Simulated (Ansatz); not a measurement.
CH₃NO (`C=NO`). Total charge 0; spin multiplicity 1. Geometry: relaxed with PBE0-D4/def2-TZVP. It is one conformer, not always the lowest.

```xyz
6

C     0.255    0.405    0.734
N     0.054   -0.617    0.020
O    -0.452   -0.291   -1.219
H     0.653    0.232    1.726
H     0.044    1.416    0.387
H    -0.554   -1.146   -1.648
```

(1) What is the dipole moment at B3LYP/def2-TZVPP? (An estimate is asked.)

(2) And with PBE, r2SCAN, ωB97M-V? (Best estimate.)

(3) Give the Mulliken charges with B3LYP, PBE, ωB97M-V in def2-TZVPP. (Estimate.)

## Answers

(1) Computed: 0.21 D, with components (0.02, 0.19, 0.08) D in this frame, pointing from negative to positive charge.

(2) Ansatz gave: PBE 0.14 D, r2SCAN 0.16 D, ωB97M-V 0.24 D.

(3) Computed: 
| atom | B3LYP | PBE | ωB97M-V |
| --- | --- | --- | --- |
| C1 | -0.13 | -0.13 | -0.12 |
| N2 | -0.07 | -0.08 | -0.08 |
| O3 | -0.22 | -0.19 | -0.21 |
| H4 | 0.12 | 0.10 | 0.11 |
| H5 | 0.10 | 0.08 | 0.10 |
| H6 | 0.21 | 0.21 | 0.20 |

B3LYP here is the variant with VWN-RPA as its local correlation; programs differ in this.
